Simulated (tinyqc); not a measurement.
RHF in the sto-6g basis, for H2O, spin multiplicity 1, step by step. One step of it, computed by the program tinyqc.

Problem. Orthogonalisation. S = U s U^T; symmetric (Loewdin) form X = U s^(-1/2) U^T, so that X^T S X = 1.

overlap S, order 1O 1s, 1O 2s, 1O 2px, 1O 2py, 1O 2pz, 2H 1s, 3H 1s:
$$\begin{pmatrix}
1.000000 & 0.231145 & 0.000000 & 0.000000 & 0.000000 & 0.055827 & 0.055827 \\
0.231145 & 1.000000 & 0.000000 & 0.000000 & 0.000000 & 0.478834 & 0.478834 \\
0.000000 & 0.000000 & 1.000000 & 0.000000 & 0.000000 & 0.000000 & 0.000000 \\
0.000000 & 0.000000 & 0.000000 & 1.000000 & 0.000000 & 0.309144 & -0.309144 \\
0.000000 & 0.000000 & 0.000000 & 0.000000 & 1.000000 & 0.243931 & 0.243931 \\
0.055827 & 0.478834 & 0.000000 & 0.309144 & 0.243931 & 1.000000 & 0.257583 \\
0.055827 & 0.478834 & 0.000000 & -0.309144 & 0.243931 & 0.257583 & 1.000000
\end{pmatrix}$$

Give: eigenvalues of S; X.

Solution.

eigenvalues of S: [0.340, 0.415, 0.887, 1.000, 1.091, 1.327, 1.940]

X, order 1O 1s, 1O 2s, 1O 2px, 1O 2py, 1O 2pz, 2H 1s, 3H 1s:
$$\begin{pmatrix}
1.023 & -0.139 & 0.000 & 0.000 & -0.010 & 0.020 & 0.020 \\
-0.139 & 1.251 & 0.000 & 0.000 & 0.115 & -0.300 & -0.300 \\
0.000 & 0.000 & 1.000 & 0.000 & 0.000 & 0.000 & 0.000 \\
0.000 & 0.000 & 0.000 & 1.113 & 0.000 & -0.232 & 0.232 \\
-0.010 & 0.115 & 0.000 & 0.000 & 1.057 & -0.150 & -0.150 \\
0.020 & -0.300 & 0.000 & -0.232 & -0.150 & 1.214 & -0.092 \\
0.020 & -0.300 & 0.000 & 0.232 & -0.150 & -0.092 & 1.214
\end{pmatrix}$$
